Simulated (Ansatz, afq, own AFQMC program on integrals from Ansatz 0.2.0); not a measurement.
**Atomization energy of SiGeH2, singlet**

```xyz
4

Si    0.0000   -0.0039    1.5661
Ge    0.0000   -0.0238   -0.5845
H     0.0000    1.3266    0.5226
H     0.0000    0.5003   -2.0341
```

Connectivity, by distances: Si–GeH, 1 bridging H.

Atoms in their ground-state spins without spin–orbit coupling (mostly on UHF) minus the molecule (RHF), without zero-point energy. The geometry is a stationary point, not shown to be a minimum.

Basis cc-pVDZ. Noble-gas cores (and the filled d shells of Ga–Kr and In–Xe) are frozen. Ansatz 0.2.0 and our own AFQMC program on the same integrals; the CISD trial comes from CCSD amplitudes, and released means the phaseless constraint is let go. Uncertainties: one standard error, sampling alone. No spin–orbit coupling. The errors of all members are added in quadrature.

No full CI on the walks' own integrals is used here; CCSDT(Q) serves as the reference and is uncertain by about the last step of the cluster series. Each member takes its own surest rung, up to full CI.

The best estimate is CCSD(T) at the basis-set limit (CBS: def2-TZVPP and def2-QZVPP, with their diffuse functions for anions and beside diffuse sets, CCSD(T) itself extrapolated) plus the step from CCSD(T) to CCSDT(Q) in cc-pVDZ. Rows without CBS are in cc-pVDZ, the functionals in def2-TZVP; B2PLYP and the wave-function rows carry a basis error of their own. Core correlation and relativity beyond core potentials are missing, and ± holds the sampling alone.

Cautions: inner d shell frozen; no relativity below Rb; no spin-orbit coupling; SiGeH₂ (singlet): restricted determinant unstable towards unrestricted (UHF 64 meV lower, ⟨S²⟩ 0.35), its ph-AFQMC/CISD value lies 44 ± 18 meV above CCSDT(Q).

| level | atomization energy (kcal/mol) |
| --- | --- |
| B3LYP | 203.2 |
| PBE | 210.1 |
| wB97M-V | 205.5 |

(1) From these cheaper values, estimate the atomization energy at the level of the best estimate.

(1) 207.8 kcal/mol (best estimate, highest rung CCSDT(Q)).

| level | atomization energy (kcal/mol) | error against the best estimate (kcal/mol) |
| --- | --- | --- |
| HF | 116.3 | -91.5 |
| MP2 | 179.2 | -28.6 |
| CCSD | 176.6 | -31.2 |
| CCSD(T) | 182.5 | -25.3 |
| CCSDT | 182.8 | -25.0 |
| CCSDT(Q) | 183.4 | -24.4 |
| ph-AFQMC/CISD | 182.5 ± 0.4 | -25.3 ± 0.4 |
| released AFQMC | 182.7 ± 0.4 | -25.0 ± 0.4 |
| HF/CBS | 121.5 | -86.3 |
| MP2/CBS | 203.6 | -4.2 |
| CCSD(T)/CBS | 206.9 | -0.9 |
| r2SCAN | 210.2 | 2.4 |
| PBE0 | 203.6 | -4.2 |
| B2PLYP | 200.7 | -7.0 |

Correlation beyond CCSD(T) adds 0.9 kcal/mol. Going to the basis-set limit adds 24.4 kcal/mol at CCSD(T). The perturbative (T) step is worth +5.9 kcal/mol.

Best estimates are given only where the step beyond CCSD(T) is under 0.3 eV and no member's determinant is very poor (T1 over 0.05, or 0.07 for open shells, ⟨S²⟩ too high by 0.3, two states mixed), so the hardest cases are missing from such tables.

The functionals ran in a triple-zeta set and keep a basis error of their own, a few kJ/mol for each bond in atomization energies and more for double hybrids, so close places among them and the extrapolated levels can swap.

CCSDT and higher add their correlation energy to the determinant of the CCSD(T) run, since their own runs factorise the integrals more tightly (a shift of under 2 meV). Each member of a difference takes its own highest rung, so a best estimate needn't equal the limit plus the step of one row. A walk keeps the symmetry of its determinant, which the program's search chose and which needn't be the lowest solution, so a lower state of the same spin and another symmetry isn't excluded. Released energies are given only where the last usable release times agree within the noise; a slower fall can still hide under it.
